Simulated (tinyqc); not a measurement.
Harmonic frequencies on the B3LYP (VWN-RPA form)/sto-3g surface (energies and gradients from PySCF), for CH3+, spin multiplicity 1, step by step. Computed by tinyqc, a small Python program that keeps every step (integrals from PySCF). Settings: charge = 1, multiplicity = 1, basis = sto-3g, functional = b3lyp, delta = 0.002. Command: `OMP_NUM_THREADS=1 python tinyqc.py 27684 27685 out.jsonl` (the two numbers bound the seeds that draw the settings). One thread of a shared host (Intel(R) Xeon(R) Processor @ 2.60GHz), about 20 s of CPU time with the checks.

## One row of the Hessian: 3Hy

optimised positions (bohr), order 1C, 2H, 3H, 4H:
$$\begin{pmatrix}
0.0090 & -0.0330 & 0.0387 \\
2.1585 & 0.0356 & 0.0391 \\
-1.1254 & 1.7940 & 0.0185 \\
-1.0062 & -1.9289 & 0.0586
\end{pmatrix}$$

gradient at +delta (hartree/bohr), order 1C, 2H, 3H, 4H:
$$\begin{pmatrix}
0.000297 & -0.000565 & 0.000006 \\
-0.000009 & 0.000015 & 0.000000 \\
-0.000307 & 0.000571 & -0.000006 \\
0.000018 & -0.000020 & 0.000000
\end{pmatrix}$$

gradient at -delta (hartree/bohr), order 1C, 2H, 3H, 4H:
$$\begin{pmatrix}
-0.000268 & 0.000593 & -0.000005 \\
0.000006 & -0.000024 & 0.000000 \\
0.000293 & -0.000570 & 0.000006 \\
-0.000032 & 0.000001 & -0.000001
\end{pmatrix}$$

Displace 3Hy by +/-0.002 bohr; H(k, :) = (g(+) - g(-)) / (2 delta).

row of the Hessian (hartree/bohr^2): 1Cx 0.141313, 1Cy -0.289589, 1Cz 0.002595, 2Hx -0.003743, 2Hy 0.009629, 2Hz 0.000093, 3Hx -0.149898, 3Hy 0.285187, 3Hz -0.002947, 4Hx 0.012326, 4Hy -0.005237, 4Hz 0.000261

## Hessian by finite differences

All rows are made in the same way, and the matrix is symmetrised.

Hessian (symmetrised) (hartree/bohr^2):
```
           1Cx        1Cy        1Cz        2Hx        2Hy        2Hz        3Hx        3Hy
1Cx   0.659031  -0.000021   0.000247  -0.377052  -0.010067  -0.000052  -0.149719   0.141313
1Cy  -0.000021   0.658921  -0.005309  -0.010070  -0.062297   0.000071   0.141319  -0.289584
1Cz   0.000247  -0.005309   0.165668  -0.000052   0.000071  -0.055200  -0.001569   0.002594
2Hx  -0.377052  -0.010070  -0.000052   0.377965   0.010682   0.000064  -0.000987  -0.003743
2Hy  -0.010067  -0.062297   0.000071   0.010682   0.044099  -0.000271   0.019681   0.009629
2Hz  -0.000052   0.000071  -0.055200   0.000064  -0.000271   0.018403  -0.000222   0.000093
3Hx  -0.149719   0.141319  -0.001569  -0.000987   0.019681  -0.000222   0.136830  -0.149897
3Hy   0.141313  -0.289584   0.002594  -0.003743   0.009629   0.000093  -0.149897   0.285187
3Hz  -0.001568   0.002594  -0.055229   0.000031   0.000104   0.018397   0.001672  -0.002947
4Hx  -0.132259  -0.131227   0.001373   0.000070  -0.020296   0.000209   0.013877   0.012326
4Hy  -0.131226  -0.307031   0.002644   0.003131   0.008569   0.000107  -0.011102  -0.005237
4Hz   0.001373   0.002644  -0.055233  -0.000043   0.000096   0.018398   0.000117   0.000261

           3Hz        4Hx        4Hy        4Hz
1Cx  -0.001568  -0.132259  -0.131226   0.001373
1Cy   0.002594  -0.131227  -0.307031   0.002644
1Cz  -0.055229   0.001373   0.002644  -0.055233
2Hx   0.000031   0.000070   0.003131  -0.000043
2Hy   0.000104  -0.020296   0.008569   0.000096
2Hz   0.018397   0.000209   0.000107   0.018398
3Hx   0.001672   0.013877  -0.011102   0.000117
3Hy  -0.002947   0.012326  -0.005237   0.000261
3Hz   0.018431  -0.000135   0.000249   0.018397
4Hx  -0.000135   0.118313   0.139195  -0.001447
4Hy   0.000249   0.139195   0.303695  -0.003001
4Hz   0.018397  -0.001447  -0.003001   0.018438
```

## Normal modes

masses (u): 1C 12.0000, 2H 1.0078, 3H 1.0078, 4H 2.0141

Diagonalise H_ij / sqrt(m_i m_j); the 6 smallest eigenvalues belong to translations and rotations; wavenumber = sqrt(eigenvalue / 1822.888) x 219474.63; each mode has its largest component positive (the first on a tie); zero-point energy = sum of wavenumbers / 2, with 349.755 1/cm per kcal/mol. A mass of 2.014 u marks deuterium.

eigenvalues of the mass-weighted Hessian (hartree/(bohr^2 u)): [0.0000, 0.0000, 0.0000, 0.0000, 0.0000, 0.0000, 0.0507, 0.0594, 0.0716, 0.2166, 0.3923, 0.4257]

harmonic wavenumbers of the vibrations (1/cm): [1157.5, 1253.4, 1375.7, 2392.3, 3219.7, 3354.1]

mass-weighted modes, order 1Cx, 1Cy, 1Cz, 2Hx, 2Hy, 2Hz, 3Hx, 3Hy, 3Hz, 4Hx, 4Hy, 4Hz:
$$\begin{pmatrix}
-0.3122 & 0.0002 & -0.1237 & -0.1658 & -0.1149 & -0.2978 \\
0.1672 & -0.0052 & -0.2310 & -0.3096 & -0.2148 & 0.1594 \\
-0.0020 & -0.4818 & 0.0024 & 0.0032 & 0.0023 & -0.0019 \\
-0.0809 & -0.0003 & -0.0630 & -0.1338 & 0.6811 & 0.6655 \\
-0.4654 & 0.0060 & 0.6706 & 0.0244 & 0.0284 & 0.0171 \\
0.0050 & 0.5541 & -0.0073 & -0.0003 & 0.0000 & 0.0001 \\
0.3425 & -0.0003 & 0.5931 & 0.0945 & -0.3541 & 0.3545 \\
0.3253 & 0.0060 & 0.3193 & -0.0978 & 0.5829 & -0.5630 \\
-0.0033 & 0.5541 & -0.0032 & 0.0011 & -0.0065 & 0.0062 \\
0.5770 & -0.0002 & -0.0729 & 0.4326 & 0.0491 & 0.0053 \\
-0.3089 & 0.0042 & -0.1363 & 0.8077 & 0.0918 & -0.0028 \\
0.0036 & 0.3920 & 0.0014 & -0.0085 & -0.0010 & 0.0000
\end{pmatrix}$$

zero-point energy = 18.2307 kcal/mol
